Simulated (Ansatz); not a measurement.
Si₂Mo: experiment and calculation

**What was measured.**

“Giant magnetoresistance, Fermi surface topology, Shoenberg effect and vanishing quantum oscillations in type-II Dirac semimetal candidates MoSi2 and WSi2”, 2022, arxiv:2202.05362 reports, for a powder of Si2Mo: lattice constant a 3.20519 Å; lattice constant c 7.84461 Å.

The results are compared with them further down.

Computed with DFT r2SCAN, scalar-relativistic, plane waves, PAW (Ansatz 0.2.0).

Cutoff 500 eV; k points 18×18×18 on the computed 3-atom cell (Γ-centred); Gaussian smearing, width 0.10 eV; no spin polarisation.

Relaxed structure, symmetry kept:

```
CELL_PARAMETERS angstrom
-1.60087 1.60087 3.90933
1.60087 -1.60087 3.90933
1.60087 1.60087 -3.90933
ATOMIC_POSITIONS crystal
Si 0.33529 0.33529 0.00000
Si 0.66471 0.66471 0.00000
Mo 0.00000 0.00000 0.00000
```

| Item | Value |
| --- | --- |
| Space group | I4/mmm (No. 139) |
| Volume per atom | 13.36 Å³ |
| Formation energy from the elements' standard states (uncorrected) | -0.471 eV/atom |
| Generalised Kohn–Sham band gap | none (metal) |
| Density of states at the Fermi level | 0.21 states/eV per cell (so small that it hangs on the mesh: a semimetal, or crossings between mesh points) |
| Löwdin character within 0.5 eV of the Fermi level | Mo 4d 70 %, Si 3p 27 % |
| Bader charges (e) | Si (2 in the cell) -0.08, Mo (1 in the cell) 0.16 |

Measured lattice constant a of Si2Mo: 3.20519 Å (powder; the paper above). This calculation gives 3.202 Å (-0.1 %). Measured lattice constant c of Si2Mo: 7.84461 Å (powder; the paper above). This calculation gives 7.819 Å (-0.3 %). The calculation is for 0 K without zero-point motion.